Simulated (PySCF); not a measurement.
CH2PH, CH3P.
SMILES with atom numbers: `[CH2:1]=[PH:2]` (hydrogens: H3, H4 on C1; H5 on P2)

All values: wB97X-D/def2-SVPD (PySCF, non-relativistic), on one gas-phase PBE0-D3(BJ)/def2-SVP geometry that isn't relaxed in the solvent. The solvent is an IEF-PCM continuum (Bondi radii, 1.10 Å for H, scaled by 1.2), and excitations are vertical TDDFT with non-equilibrium linear response and a frozen core. Specific hydrogen bonds and non-electrostatic terms are outside this model.

```
run  E − E(gas) (kJ/mol)  HOMO (eV)  HOMO–LUMO gap (eV)  dipole (D)  lowest singlet (eV)  static polarisability (au)
gas                 0.00      -9.65                9.65        0.97                 4.74                        39.6
  P                -5.94      -9.60                9.67        1.37                 4.74                        57.5
  Q                -4.10      -9.60                9.66        1.24                 4.72                        51.2
```

The runs were made in chloroform and water. Which run belongs to which solvent?

P = water, Q = chloroform. The dielectric constants are 4.711 (chloroform), 78.36 (water), and the energy falls further as ε rises. The optical constants n² used for the excitations are 2.09, 1.78 in the same order. In this model the ground state sees the solvent through ε alone.

How constant is the ratio of the lowering to (ε − 1)/(2ε + 1)?

```tsv
solvent	(ε − 1)/(2ε + 1)	E − E(gas) (kJ/mol)	ratio (kJ/mol)	polarisation term (kJ/mol)
chloroform	0.356	-4.10	-11.5	-4.61
water	0.490	-5.94	-12.1	-7.05
```

The ratio changes by +5.1 % in size from chloroform to water. The polarisation term is half the interaction of the solute with the induced surface charges.

On one thread, Arm Neoverse V2 (aarch64), no GPU, shared host with 96 logical CPUs at a one-minute load of 51, this took 1.4 s and 0.32 GiB of memory at its peak. This is the whole response run at wB97X-D/def2-SVPD in water, SCF included.

wB97X-D is run here without its empirical dispersion term; that term would change no orbital, density or response property at a fixed geometry.
